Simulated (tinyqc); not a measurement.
Ways to converge the cycle: SCF convergence aids in the sto-3g basis, for CH, spin multiplicity 4. Computed by the program tinyqc with PySCF. UHF with one setting changed at a time; a run stops when the energy changes by less than 1e-09 hartree and the error matrix is below 1e-5. The start is the Wolfsberg-Helmholz matrix. Damping d keeps d of the old density; a shift (hartree) raises the virtual levels; DIIS n extrapolates F over n matrices.

Geometry (angstrom):

| atom | x | y | z |
|---|---|---|---|
| C | 0.0000 | 0.0000 | 0.0000 |
| H | 0.0000 | 0.0000 | 1.4950 |

lowest solution found by these runs and by PySCF with stability checks = -37.714325 hartree

Largest element of the error matrix X^T (FDS - SDF) X:

| iteration | plain | damping 0.3 | damping 0.6 | shift 0.4 | DIIS 3 | DIIS 8 |
|---|---|---|---|---|---|---|
| 1 | 2.2e-01 | 2.2e-01 | 2.2e-01 | 2.2e-01 | 2.2e-01 | 2.2e-01 |
| 2 | 4.7e-02 | 9.9e-02 | 1.5e-01 | 1.1e-01 | 4.7e-02 | 4.7e-02 |
| 3 | 2.3e-02 | 4.8e-02 | 1.0e-01 | 5.0e-02 | 1.9e-02 | 1.9e-02 |
| 4 | 1.4e-02 | 2.6e-02 | 7.2e-02 | 2.7e-02 | 1.2e-02 | 1.2e-02 |
| 5 | 1.2e-02 | 1.8e-02 | 5.1e-02 | 1.8e-02 | 1.1e-02 | 1.1e-02 |
| 6 | 1.1e-02 | 1.3e-02 | 3.6e-02 | 1.4e-02 | 7.6e-03 | 3.4e-03 |
| 8 | 1.0e-02 | 1.1e-02 | 2.1e-02 | 1.3e-02 | 1.2e-03 | 2.2e-03 |
| 10 | 8.9e-03 | 1.0e-02 | 1.4e-02 | 1.1e-02 | 1.3e-04 | 4.6e-05 |
| 14 | 6.3e-03 | 8.9e-03 | 1.1e-02 | 9.8e-03 | - | - |
| 20 | 3.1e-03 | 6.3e-03 | 9.8e-03 | 7.3e-03 | - | - |
| 30 | 7.4e-04 | 2.8e-03 | 7.4e-03 | 3.7e-03 | - | - |
| 45 | 7.2e-05 | 6.2e-04 | 4.0e-03 | 9.6e-04 | - | - |
| 60 | - | 1.2e-04 | 1.9e-03 | 2.2e-04 | - | - |

How each run ends:

| run | iterations | E (hartree) | state |
|---|---|---|---|
| plain | 58 | -37.71432 | lowest found |
| damping 0.3 | >60 | -37.71432 | falls steadily but slowly, by a factor of about 0.90 a step |
| damping 0.6 | >60 | -37.71425 | falls steadily but slowly, by a factor of about 0.95 a step |
| shift 0.4 | >60 | -37.71432 | falls steadily but slowly, by a factor of about 0.91 a step |
| DIIS 3 | 13 | -37.71432 | lowest found |
| DIIS 8 | 12 | -37.71432 | lowest found |

What does the comparison show, and why?

3 of 6 runs reach the lowest solution found, in 12 to 58 iterations (fastest: DIIS 8). Not converged: damping 0.3, damping 0.6, shift 0.4. Plain steps already contract here, so damping only slows them. DIIS 3 and DIIS 8 gain by cancelling the error over several earlier matrices, much as a quasi-Newton step does.
